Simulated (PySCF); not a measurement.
Species, as SMILES: [O-][O+]=O.
Geometry (B3LYP-D3(BJ)/def2-TZVP, fixed):
```
O
O 1 1.2535
O 1 1.2535 2 118.30
```
Charge 0, spin multiplicity 1.

Basis-set convergence of the mean static polarisability at PBE with PySCF. All functions are spherical. Density fitting with generated auxiliary sets. No added dispersion term, no relativity. Reference: the value in d-aug-cc-pVTZ, 19.22 bohr³, itself unsure by roughly 0.6 % (its mean distance from aug-pcseg-3, aug-cc-pVQZ, aug-pcseg-2). Deviations are taken from unrounded values. Cost is core time over that of 6-311+G**, rough, on shared machines of one kind; a dash marks a row that isn't timed (too short, read off another run, short of memory, by another algorithm or on other hardware).

```
basis              functions  mean static polarisability (bohr³)  minus reference (%)  cost
-----------------  ---------  ----------------------------------  -------------------  ----
pcseg-0                   27                               10.62                -44.7     -
def2-SVP                  42                               12.06                -37.3  0.5×
pcseg-1                   42                               12.69                -34.0  0.5×
6-31+G*                   54                               16.87                -12.2     -
6-311+G**                 66                               16.36                -14.9    1×
6-311++G(2d,2p)           81                               17.17                -10.7    1×
pcseg-2                   90                               15.78                -17.9    1×
def2-TZVPP                93                               15.33                -20.2    2×
6-311++G(3df,3pd)        117                               18.18                 -5.4    2×
def2-QZVPP               171                               16.63                -13.5    6×
pcseg-3                  180                               17.76                 -7.6    6×
```

Of the sets listed that have larger relatives (same family, alike in diffuse functions), none stays within 2 % of the reference together with them.
